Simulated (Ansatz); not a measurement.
```yaml
crystal:
  periodic: [false, false, false]
  atoms:
    - {symbol: C, position_ang: [-0.012210, -0.047035, 0.032228]}
    - {symbol: N, position_ang: [0.669346, 0.558036, 0.730367]}
    - {symbol: H, position_ang: [-0.897195, 0.441040, -0.475716]}
    - {symbol: H, position_ang: [0.179131, -1.117179, -0.281750]}
basis:
  gaussian: {orbitals: 6-31G}
magnetization: {spin_polarized: false, initial_magnetization: 3}
hamiltonian: {xc: {name: r2SCAN0}, dispersion: d4}
output: {forces: true}
```

```sh
$ ansatz run in.yaml --threads 2 --pin off --events-out ev --progress --plain --max-ram 20480MiB --backend cpu
```

Shortened log:

```
Functional definition: r2SCAN0
323 factors; integrals over basis functions are off by at most 2.6e-4 eV
mean field evaluation 1: about -2546.0659 eV, gradient 2.1e1 eV
mean field evaluation 2: about -2546.0598 eV, gradient 2.1e1 eV
mean field evaluation 4: about -2547.5154 eV, gradient 1.9e0 eV
mean field evaluation 8: about -2547.5323 eV, gradient 1.9e-2 eV
mean field evaluation 16: about -2547.5323 eV, gradient 6.6e-5 eV
mean field -2547.53234264 eV, -93.6200868125 hartree, gradient 1.2e-6 eV, S^2 3.750000; 2 other end points of the search recorded, 0 dependent functions left out
reference -2547.53234609 eV, -93.6200869393 hartree; 9, 6 occupied and 13, 16 virtual orbitals, 323 factors
Total energy: -2547.53934659 eV, -93.6203442029 hartree
Atom 0 at    -0.012210    -0.047035     0.032228 Å, force   -17.466377   -15.128821   -17.278928 eV/Å
Atom 1 at     0.669346     0.558036     0.730367 Å, force    16.867788    14.667374    16.974351 eV/Å
Atom 2 at    -0.897195     0.441040    -0.475716 Å, force     0.853486    -0.753137     0.190165 eV/Å
Atom 3 at     0.179131    -1.117179    -0.281750 Å, force    -0.254897     1.214584     0.114413 eV/Å
Dipole moment:    -0.280398    -0.243761    -0.264446 e Å
```

Run time 1.6 s (2 threads of an AMD EPYC 7R13 on a shared host); peak host memory 0.13 GiB.
